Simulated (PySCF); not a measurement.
**A gas-phase reaction: BH3S + ClH → BClH2 + H2S**

Wanted: the reaction energy for `BS` + `Cl` → `BCl` + `S`.

Programs: PySCF 2.14.0. All values are calculated, for the isolated system unless a continuum is named. Atoms count from 0, parts from 1.

## 1. The system as given

Each species was relaxed by itself at PBE0-D3(BJ)/def2-SVPD.

## 2. Energies of the species: wB97M-D3(BJ)/def2-TZVPD

The job: settings as JSON, then the geometry in Å.

```
{"job": {"kind": "react", "xc": "wB97M-D3(BJ)", "basis": "def2-TZVPD"}, "charge": 0, "multiplicity": 1}
-1 BH3S charge 0 multiplicity 1
B      0.089210     0.060100     0.570640
S     -0.882110     0.056900    -0.912370
H     -0.503960     0.316210     1.584080
H      1.265050    -0.181160     0.544850
H      0.083130    -0.258380    -1.805730

-1 ClH charge 0 multiplicity 1
Cl     0.644660     0.000780    -0.008910
H     -0.643430     0.001180     0.009200

+1 BClH2 charge 0 multiplicity 1
B     -0.080240     0.031190     0.006630
Cl     1.602860    -0.026130    -0.442670
H     -0.435060     0.918720     0.732640
H     -0.806240    -0.819850    -0.428770

+1 H2S charge 0 multiplicity 1
S     -0.005100     0.615340    -0.012370
H     -0.982040    -0.316060     0.009870
H      0.967730    -0.320460     0.005550
```

Method: wB97M-D3(BJ)/def2-TZVPD reaction energy of separated species, gas phase.

On the command line:

```bash
$ OMP_NUM_THREADS=1 python cluster_run.py task.json out
```

One launch serves the whole session: the jobs run in the order shown.

The log of the run:

```text
species 1 (BH3S)
coarse grid: 18912 points
cycle   1  E = -424.9101480542  dE = -1.208e-02  |g| = 1.906e-01  |ddm| = 1.470e+00
cycle   2  E = -424.9229504634  dE = -1.280e-02  |g| = 1.159e-01  |ddm| = 2.687e-01
cycle   3  E = -424.9265595399  dE = -3.609e-03  |g| = 2.275e-02  |ddm| = 1.042e-01
cycle   4  E = -424.9267696918  dE = -2.102e-04  |g| = 7.684e-03  |ddm| = 2.950e-02
cycle   5  E = -424.9267947183  dE = -2.503e-05  |g| = 1.690e-03  |ddm| = 9.894e-03
cycle   6  E = -424.9267964442  dE = -1.726e-06  |g| = 5.657e-04  |ddm| = 2.320e-03
final grid: 39072 points
cycle   7  E = -424.9267845620  dE = -1.701e-07  |g| = 3.208e-04  |ddm| = 1.126e-03
cycle   8  E = -424.9267845990  dE = -3.699e-08  |g| = 2.568e-04  |ddm| = 4.706e-04
cycle   9  E = -424.9267846175  dE = -1.843e-08  |g| = 4.376e-05  |ddm| = 1.937e-04
cycle  10  E = -424.9267846203  dE = -2.871e-09  |g| = 1.382e-05  |ddm| = 1.321e-04
cycle  11  E = -424.9267846204  dE = -1.089e-10  |g| = 2.726e-06  |ddm| = 2.525e-05
converged SCF energy = -424.9267846204

species 2 (ClH)
coarse grid: 8792 points
cycle   1  E = -460.8503332551  dE = -8.165e-02  |g| = 2.169e-01  |ddm| = 7.239e-01
cycle   2  E = -460.8625127751  dE = -1.218e-02  |g| = 1.397e-01  |ddm| = 2.651e-01
cycle   3  E = -460.8670521739  dE = -4.539e-03  |g| = 1.358e-02  |ddm| = 9.818e-02
cycle   4  E = -460.8670932571  dE = -4.108e-05  |g| = 3.364e-03  |ddm| = 9.545e-03
cycle   5  E = -460.8670995055  dE = -6.248e-06  |g| = 8.516e-04  |ddm| = 3.915e-03
final grid: 17120 points
cycle   6  E = -460.8670682169  dE = -3.715e-07  |g| = 3.676e-04  |ddm| = 8.890e-04
cycle   7  E = -460.8670682631  dE = -4.627e-08  |g| = 1.618e-04  |ddm| = 3.981e-04
cycle   8  E = -460.8670682697  dE = -6.573e-09  |g| = 4.220e-05  |ddm| = 1.295e-04
cycle   9  E = -460.8670682710  dE = -1.313e-09  |g| = 3.972e-06  |ddm| = 6.531e-05
cycle  10  E = -460.8670682710  dE = -5.912e-12  |g| = 8.165e-07  |ddm| = 3.312e-06
converged SCF energy = -460.8670682710

species 3 (BClH2)
coarse grid: 16440 points
cycle   1  E = -486.3226806583  dE =  1.752e-02  |g| = 2.338e-01  |ddm| = 1.264e+00
cycle   2  E = -486.3348267682  dE = -1.215e-02  |g| = 1.896e-01  |ddm| = 3.511e-01
cycle   3  E = -486.3437950931  dE = -8.968e-03  |g| = 1.855e-02  |ddm| = 1.418e-01
cycle   4  E = -486.3439612774  dE = -1.662e-04  |g| = 5.352e-03  |ddm| = 2.641e-02
cycle   5  E = -486.3439797635  dE = -1.849e-05  |g| = 1.010e-03  |ddm| = 9.474e-03
cycle   6  E = -486.3439804199  dE = -6.564e-07  |g| = 3.754e-04  |ddm| = 1.642e-03
final grid: 33704 points
cycle   7  E = -486.3439313266  dE = -7.172e-08  |g| = 2.350e-04  |ddm| = 8.637e-04
cycle   8  E = -486.3439313388  dE = -1.215e-08  |g| = 1.487e-04  |ddm| = 3.150e-04
cycle   9  E = -486.3439313425  dE = -3.724e-09  |g| = 2.200e-05  |ddm| = 1.283e-04
cycle  10  E = -486.3439313431  dE = -6.219e-10  |g| = 1.180e-05  |ddm| = 5.003e-05
converged SCF energy = -486.3439313431

species 4 (H2S)
coarse grid: 11264 points
cycle   1  E = -399.4336014118  dE = -1.424e-01  |g| = 1.945e-01  |ddm| = 1.016e+00
cycle   2  E = -399.4459454210  dE = -1.234e-02  |g| = 1.106e-01  |ddm| = 2.399e-01
cycle   3  E = -399.4491447189  dE = -3.199e-03  |g| = 1.578e-02  |ddm| = 9.278e-02
cycle   4  E = -399.4492190594  dE = -7.434e-05  |g| = 4.851e-03  |ddm| = 1.790e-02
cycle   5  E = -399.4492312963  dE = -1.224e-05  |g| = 9.336e-04  |ddm| = 7.536e-03
cycle   6  E = -399.4492320275  dE = -7.312e-07  |g| = 1.776e-04  |ddm| = 2.124e-03
final grid: 22496 points
cycle   7  E = -399.4492197627  dE = -2.330e-08  |g| = 1.134e-04  |ddm| = 6.079e-04
cycle   8  E = -399.4492197657  dE = -2.980e-09  |g| = 6.804e-05  |ddm| = 1.498e-04
cycle   9  E = -399.4492197664  dE = -7.664e-10  |g| = 8.752e-06  |ddm| = 5.992e-05
converged SCF energy = -399.4492197664

Reaction energy = 0.630 kcal/mol
```

It took 9.9 s on 1 thread of Arm Neoverse N1, shared host; peak memory 0.4 GiB.

Species by species (with the dispersion term, which the log's SCF energies lack):

```tsv
ν	species	energy (Eh)	HOMO (eV)
-1	BS	-424.93033	-10.74
-1	Cl	-460.86761	-11.93
+1	BCl	-486.34638	-11.04
+1	S	-399.45056	-9.89
```

## 3. Reaction energy: PBE0-D3(BJ)/def2-TZVPD

Same as in step 2 but for these lines:

```diff
@@ -1,2 +1,2 @@
-{"job": {"kind": "react", "xc": "wB97M-D3(BJ)", "basis": "def2-TZVPD"}, "charge": 0, "multiplicity": 1}
+{"job": {"kind": "react", "xc": "PBE0", "basis": "def2-TZVPD", "disp": "d3bj"}, "charge": 0, "multiplicity": 1}
 -1 BH3S charge 0 multiplicity 1
```

Method: PBE0-D3(BJ)/def2-TZVPD reaction energy of separated species, gas phase.

The log of the run:

```text
species 1 (BH3S)
coarse grid: 4576 points
cycle   1  E = -424.6851329828  dE = -3.754e-02  |g| = 1.562e-01  |ddm| = 1.494e+00
cycle   2  E = -424.6881330042  dE = -3.000e-03  |g| = 1.319e-01  |ddm| = 2.877e-01
cycle   3  E = -424.6938019030  dE = -5.669e-03  |g| = 2.298e-02  |ddm| = 1.308e-01
cycle   4  E = -424.6939222052  dE = -1.203e-04  |g| = 8.706e-03  |ddm| = 2.016e-02
cycle   5  E = -424.6939416873  dE = -1.948e-05  |g| = 2.966e-03  |ddm| = 9.335e-03
cycle   6  E = -424.6939441556  dE = -2.468e-06  |g| = 4.314e-04  |ddm| = 2.614e-03
final grid: 39072 points
cycle   7  E = -424.6942119995  dE = -1.522e-05  |g| = 5.750e-03  |ddm| = 3.377e-02
cycle   8  E = -424.6942080749  dE =  3.925e-06  |g| = 6.265e-03  |ddm| = 8.770e-03
cycle   9  E = -424.6942181200  dE = -1.005e-05  |g| = 7.528e-04  |ddm| = 5.386e-03
cycle  10  E = -424.6942183195  dE = -1.995e-07  |g| = 1.024e-04  |ddm| = 6.162e-04
cycle  11  E = -424.6942183224  dE = -2.901e-09  |g| = 3.061e-05  |ddm| = 1.010e-04
cycle  12  E = -424.6942183227  dE = -2.842e-10  |g| = 6.890e-06  |ddm| = 3.023e-05
converged SCF energy = -424.6942183227

species 2 (ClH)
coarse grid: 2248 points
cycle   1  E = -460.6537838936  dE = -4.644e-02  |g| = 1.882e-01  |ddm| = 7.411e-01
cycle   2  E = -460.6558526519  dE = -2.069e-03  |g| = 1.902e-01  |ddm| = 3.151e-01
cycle   3  E = -460.6653814012  dE = -9.529e-03  |g| = 1.506e-02  |ddm| = 1.513e-01
cycle   4  E = -460.6654034583  dE = -2.206e-05  |g| = 2.693e-03  |ddm| = 7.323e-03
cycle   5  E = -460.6654050062  dE = -1.548e-06  |g| = 1.111e-03  |ddm| = 2.553e-03
final grid: 17120 points
cycle   6  E = -460.6658903296  dE = -4.429e-06  |g| = 2.164e-03  |ddm| = 7.336e-03
cycle   7  E = -460.6658903591  dE = -2.948e-08  |g| = 1.795e-03  |ddm| = 2.512e-03
cycle   8  E = -460.6658909768  dE = -6.178e-07  |g| = 1.533e-04  |ddm| = 1.363e-03
cycle   9  E = -460.6658909838  dE = -6.902e-09  |g| = 2.147e-05  |ddm| = 1.086e-04
cycle  10  E = -460.6658909839  dE = -1.012e-10  |g| = 4.934e-06  |ddm| = 1.681e-05
converged SCF energy = -460.6658909839

species 3 (BClH2)
coarse grid: 3952 points
cycle   1  E = -486.0897454503  dE = -1.981e-02  |g| = 1.420e-01  |ddm| = 1.299e+00
cycle   2  E = -486.0905216926  dE = -7.762e-04  |g| = 1.432e-01  |ddm| = 2.700e-01
cycle   3  E = -486.0957096643  dE = -5.188e-03  |g| = 2.420e-02  |ddm| = 1.304e-01
cycle   4  E = -486.0958361965  dE = -1.265e-04  |g| = 7.875e-03  |ddm| = 1.794e-02
cycle   5  E = -486.0958523833  dE = -1.619e-05  |g| = 1.282e-03  |ddm| = 6.303e-03
cycle   6  E = -486.0958528358  dE = -4.525e-07  |g| = 3.879e-05  |ddm| = 9.044e-04
final grid: 33704 points
cycle   7  E = -486.0953106994  dE = -1.429e-05  |g| = 2.895e-03  |ddm| = 1.914e-02
cycle   8  E = -486.0953114896  dE = -7.902e-07  |g| = 1.998e-03  |ddm| = 3.765e-03
cycle   9  E = -486.0953124069  dE = -9.173e-07  |g| = 3.262e-04  |ddm| = 1.685e-03
cycle  10  E = -486.0953124332  dE = -2.629e-08  |g| = 8.798e-05  |ddm| = 2.454e-04
cycle  11  E = -486.0953124350  dE = -1.870e-09  |g| = 1.982e-05  |ddm| = 8.192e-05
cycle  12  E = -486.0953124352  dE = -1.080e-10  |g| = 2.027e-06  |ddm| = 1.711e-05
converged SCF energy = -486.0953124352

species 4 (H2S)
coarse grid: 2864 points
cycle   1  E = -399.2518634002  dE = -9.250e-02  |g| = 1.630e-01  |ddm| = 1.023e+00
cycle   2  E = -399.2538576946  dE = -1.994e-03  |g| = 1.600e-01  |ddm| = 2.978e-01
cycle   3  E = -399.2614718720  dE = -7.614e-03  |g| = 1.497e-02  |ddm| = 1.477e-01
cycle   4  E = -399.2614864839  dE = -1.461e-05  |g| = 1.103e-03  |ddm| = 5.881e-03
cycle   5  E = -399.2614868643  dE = -3.804e-07  |g| = 6.136e-04  |ddm| = 1.717e-03
final grid: 22496 points
cycle   6  E = -399.2625176445  dE = -7.083e-06  |g| = 4.895e-03  |ddm| = 1.692e-02
cycle   7  E = -399.2625182769  dE = -6.324e-07  |g| = 3.960e-03  |ddm| = 6.697e-03
cycle   8  E = -399.2625212081  dE = -2.931e-06  |g| = 2.911e-04  |ddm| = 3.503e-03
cycle   9  E = -399.2625212358  dE = -2.778e-08  |g| = 3.583e-05  |ddm| = 2.357e-04
cycle  10  E = -399.2625212362  dE = -3.626e-10  |g| = 6.381e-06  |ddm| = 2.919e-05
converged SCF energy = -399.2625212362

Reaction energy = 1.589 kcal/mol
```

Run time: 4.6 s. Hardware: 1 thread of Arm Neoverse N1, shared host; peak memory 0.4 GiB.

Reaction energy at this level: 1.59 kcal/mol.

## 4. Reaction energy: MP2/def2-TZVPD

Same as in step 3 but for these lines:

```diff
@@ -1,2 +1,2 @@
-{"job": {"kind": "react", "xc": "PBE0", "basis": "def2-TZVPD", "disp": "d3bj"}, "charge": 0, "multiplicity": 1}
+{"job": {"kind": "react", "xc": "MP2", "basis": "def2-TZVPD"}, "charge": 0, "multiplicity": 1}
 -1 BH3S charge 0 multiplicity 1
```

With the program's defaults for keys left out, this is: MP2/def2-TZVPD reaction energy of separated species, gas phase.

The log of the run:

```text
species 1 (BH3S)
final grid: 39072 points
cycle   1  E = -423.9631852556  dE = -2.138e-04  |g| = 2.571e-01  |ddm| = 1.419e+00
cycle   2  E = -423.9916781833  dE = -2.849e-02  |g| = 9.256e-02  |ddm| = 2.786e-01
cycle   3  E = -423.9948469852  dE = -3.169e-03  |g| = 3.100e-02  |ddm| = 9.420e-02
cycle   4  E = -423.9953738736  dE = -5.269e-04  |g| = 7.129e-03  |ddm| = 3.763e-02
cycle   5  E = -423.9954050967  dE = -3.122e-05  |g| = 2.260e-03  |ddm| = 9.537e-03
cycle   6  E = -423.9954096550  dE = -4.558e-06  |g| = 6.191e-04  |ddm| = 4.092e-03
cycle   7  E = -423.9954100798  dE = -4.248e-07  |g| = 1.672e-04  |ddm| = 1.434e-03
cycle   8  E = -423.9954101062  dE = -2.643e-08  |g| = 5.852e-05  |ddm| = 3.243e-04
cycle   9  E = -423.9954101101  dE = -3.883e-09  |g| = 1.522e-05  |ddm| = 1.316e-04
cycle  10  E = -423.9954101104  dE = -2.797e-10  |g| = 3.431e-06  |ddm| = 3.503e-05
converged SCF energy = -423.9954101104

species 2 (ClH)
final grid: 17120 points
cycle   1  E = -460.0817350997  dE = -1.009e-01  |g| = 2.132e-01  |ddm| = 7.101e-01
cycle   2  E = -460.0969051483  dE = -1.517e-02  |g| = 8.401e-02  |ddm| = 2.053e-01
cycle   3  E = -460.0986385191  dE = -1.733e-03  |g| = 1.826e-02  |ddm| = 5.472e-02
cycle   4  E = -460.0988470852  dE = -2.086e-04  |g| = 6.315e-03  |ddm| = 1.638e-02
cycle   5  E = -460.0988770850  dE = -3.000e-05  |g| = 1.289e-03  |ddm| = 7.398e-03
cycle   6  E = -460.0988783011  dE = -1.216e-06  |g| = 2.807e-04  |ddm| = 1.659e-03
cycle   7  E = -460.0988783543  dE = -5.327e-08  |g| = 4.150e-05  |ddm| = 4.895e-04
cycle   8  E = -460.0988783551  dE = -7.296e-10  |g| = 7.806e-06  |ddm| = 6.177e-05
converged SCF energy = -460.0988783551

species 3 (BClH2)
final grid: 33704 points
cycle   1  E = -485.3555996527  dE =  2.904e-02  |g| = 2.897e-01  |ddm| = 1.221e+00
cycle   2  E = -485.3852088439  dE = -2.961e-02  |g| = 1.276e-01  |ddm| = 3.356e-01
cycle   3  E = -485.3897250911  dE = -4.516e-03  |g| = 2.935e-02  |ddm| = 1.117e-01
cycle   4  E = -485.3901570104  dE = -4.319e-04  |g| = 6.055e-03  |ddm| = 3.915e-02
cycle   5  E = -485.3901811911  dE = -2.418e-05  |g| = 1.767e-03  |ddm| = 7.899e-03
cycle   6  E = -485.3901839565  dE = -2.765e-06  |g| = 5.327e-04  |ddm| = 2.658e-03
cycle   7  E = -485.3901842099  dE = -2.534e-07  |g| = 1.232e-04  |ddm| = 9.998e-04
cycle   8  E = -485.3901842205  dE = -1.064e-08  |g| = 3.208e-05  |ddm| = 2.484e-04
cycle   9  E = -485.3901842215  dE = -9.260e-10  |g| = 8.878e-06  |ddm| = 5.690e-05
converged SCF energy = -485.3901842215

species 4 (H2S)
final grid: 22496 points
cycle   1  E = -398.6881061797  dE = -1.695e-01  |g| = 2.014e-01  |ddm| = 9.977e-01
cycle   2  E = -398.7050962618  dE = -1.699e-02  |g| = 7.023e-02  |ddm| = 1.849e-01
cycle   3  E = -398.7068538150  dE = -1.758e-03  |g| = 2.154e-02  |ddm| = 5.634e-02
cycle   4  E = -398.7071966179  dE = -3.428e-04  |g| = 6.311e-03  |ddm| = 2.471e-02
cycle   5  E = -398.7072260316  dE = -2.941e-05  |g| = 1.395e-03  |ddm| = 9.171e-03
cycle   6  E = -398.7072275131  dE = -1.482e-06  |g| = 3.129e-04  |ddm| = 2.398e-03
cycle   7  E = -398.7072275988  dE = -8.569e-08  |g| = 5.003e-05  |ddm| = 6.832e-04
cycle   8  E = -398.7072276011  dE = -2.252e-09  |g| = 1.186e-05  |ddm| = 9.128e-05
cycle   9  E = -398.7072276012  dE = -1.254e-10  |g| = 1.950e-06  |ddm| = 2.073e-05
converged SCF energy = -398.7072276012

Reaction energy = 0.554 kcal/mol
```

It took 2.1 s on 1 thread of Arm Neoverse N1, shared host; peak memory 0.41 GiB.

Reaction energy at this level: 0.55 kcal/mol.

## 5. Side by side

Energies in kcal/mol, with wall time:

```tsv
run	reaction	time
wB97M-D3(BJ)/def2-TZVPD	0.63	9.9 s
PBE0-D3(BJ)/def2-TZVPD	1.59	4.6 s
MP2/def2-TZVPD	0.55	2.1 s
```

## 6. Results

| quantity | value |
| --- | --- |
| reaction energy (wB97M-D3(BJ)/def2-TZVPD) | 0.63 kcal/mol |
| ΔH, ΔG at 298 K (xTB thermal terms) | +0.4, -0.1 kcal/mol |
| range of the reaction energy over the runs of this table | 0.55 to 1.59 kcal/mol |

**Reading.** The reaction is endothermic by 0.4 kcal/mol in the gas phase; dispersion gives +0.19, and xTB itself gave -4.26 for the electronic energy (xTB energies and thermal terms come from the earlier relaxation of each species, not shown). No barrier was sought. The reaction energy runs from 0.55 (MP2/def2-TZVPD) to 1.59 kcal/mol (PBE0-D3(BJ)/def2-TZVPD).
